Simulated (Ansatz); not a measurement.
SnCl₂ (Pnma, No. 62), treated with r²SCAN+rVV10 (Ansatz, an electronic-structure program, plane waves, PAW).

Numerical settings: plane-wave cutoff 500 eV, 6×10×4 k mesh (along the axes of the cell as run), Fermi–Dirac smearing 0.05 eV, scalar-relativistic PAW data made under PBE.

Computed at the level's own relaxed cell.

### Question
What does this level give for the equilibrium volume per atom and band gap?

### Answer

equilibrium volume per atom: 26.20 Å³/atom
band gap: 3.37 eV (on the SCF k mesh)

Spin–orbit coupling is not included.

Static lattice: no zero-point or thermal effects.

The result took around 29 core-minutes (rough).
